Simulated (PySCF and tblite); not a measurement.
Ethane, 1,1,2-trifluoro, C2H3F3, numbered as in [F:1][CH2:2][CH:3]([F:4])[F:5].

Level: B3LYP-D3(BJ)/def2-TZVP//PBE0-D3(BJ)/def2-SVP, thermal terms from GFN2-xTB, symmetry numbers and mirror pairs counted. Conformers within 3 kcal/mol (GFN2-xTB free energy) were kept, 8 at most. GIAO shieldings: WP04/pcSseg-2. Shifts are against TMS (¹H), TMS (¹³C), CFCl3 (¹⁹F) at the same level. Run with PySCF (density fitting) and tblite.

Torsions listed: F1–C2–C3–F4. Of a mirror pair one member is shown.

```csv
conformer,shape,weight %,dipole D
1,-68°,100.0,1.45
```

Question: How does the computed dipole moment compare with the measured one in the gas phase?

Answer: Computed: 1.45 D in the leading conformer, 1.45 D as root mean square over the ensemble. Measured: 1.58 D (NIST CCCBDB Release 22 (SRD 101), experimental dipoles).
